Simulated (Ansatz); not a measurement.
**What a trial cell of Ag2Rh relaxes into**

Theory: Ansatz 0.2.0, DFT PBE, scalar-relativistic, plane waves, PAW. Cutoff 420 eV, Γ-centred k mesh, Gaussian smearing, no spin polarisation in the final step.

The start puts Ag2Rh on the 2H molybdenite structure type (P6_3/mmc, No. 194), with Rh in place of Mo, Ag in place of S, at a guessed volume.

```
Ag Rh
1.0
     3.07103    0.00000    0.00000
    -1.53551    2.65959    0.00000
     0.00000    0.00000   11.94504
Ag Rh
4 2
Direct
  0.33333 0.66667 0.62750
  0.66667 0.33333 0.12750
  0.33333 0.66667 0.87250
  0.66667 0.33333 0.37250
  0.33333 0.66667 0.25000
  0.66667 0.33333 0.75000
```

Cell and atoms relax at zero pressure; the relaxation can't lower the symmetry of the start. After a coarse first stage the cell is made exact in the group found at 0.06 Å.

Formation energies are uncorrected and refer to the elements' standard structures at the same level.

Task: Which crystal results?

Result: It keeps P6_3/mmc (No. 194), but not the shape of the type it started on. Conventional cell: a = 2.811 Å, c = 14.372 Å. Around Ag lie 9 Ag at 2.81–2.96 Å and 3 Rh at 2.86 Å; Rh has 6 Rh at 2.81 Å and 6 Ag at 2.86 Å.

Space group P6_3/mmc (No. 194). a = 2.811 Å, b = 2.811 Å, c = 14.372 Å, α = 90.00°, β = 90.00°, γ = 120.00°
```tsv
atom	site	symmetry	x	y	z
Ag	4f	3m.	0.3333	0.6667	0.5860
Rh	2c	-6m2	0.3333	0.6667	0.2500
```

Task: What are its volume, energy, density and gap?

Result: The volume per atom is 16.39 Å³, the density is 10.76 g/cm³ and the energy over the elements is 0.18 eV/atom. The gap on the 18×18×4 mesh is 0 eV (a metal).

The final run used a 18×18×4 mesh on its 6-atom cell and 0.10 eV smearing. The k mesh leaves about 4 meV/atom of noise in metals. Symmetry constrained the relaxation, so the result can be a saddle point.

Cost: 3 runs of about 4 core-minutes in all, on Arm Neoverse V2 (shared hosts).